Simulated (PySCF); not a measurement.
Spin–spin coupling constants

Bonds (- single, = double, # triple, : aromatic): C1#C2, C2-C3, C3-C4, C3-C5, C3-C6. C1 carries H7; C4 carries H8, H9, H10; C5 carries H11, H12, H13; C6 carries H14, H15, H16.

Couplings: B3LYP/pcJ-1 (without the spin–dipole term) in PySCF 2.14, geometry GFN2-xTB; gas phase, one conformer, non-relativistic. Couplings are averaged over pairs made equivalent by symmetry, fast rotation or ring inversion, so a value needn't be that of the named pair in this geometry, while other rotamers aren't included; one pair stands for each set, and the list holds those of at least 1.5 Hz over up to four bonds.

Isotopes: ¹³C, ¹H.

```tsv
pair	bonds	J (Hz)
C1, C2	1	192.3
C1, H7	1	260.6
C2, C3	1	?
C3, C4	1	34.7
C4, H8	1	133.7
C1, C3	2	?
C2, C4	2	-1.5
C2, H7	2	50.5
C3, H8	2	-3.3
H8, H9	2	?
C1, C4	3	1.7
C2, H8	3	5.4
C3, H7	3	?
C4, H11	3	?
C4, H7	4	-1.9
```

Question: Estimate the withheld couplings, with signs.

Answer: 
- ¹J(C2,C3) = 71.8 Hz (bond length 1.457 Å)
- ²J(C1,C3) = 11.6 Hz (angle at C2 180°)
- ²J(H8,H9) = -13.2 Hz
- ³J(C3,H7) = 3.2 Hz
- ³J(C4,H11) = 4.9 Hz (mean over equivalent pairs that range from 2.5 to 9.8 Hz in this conformer)
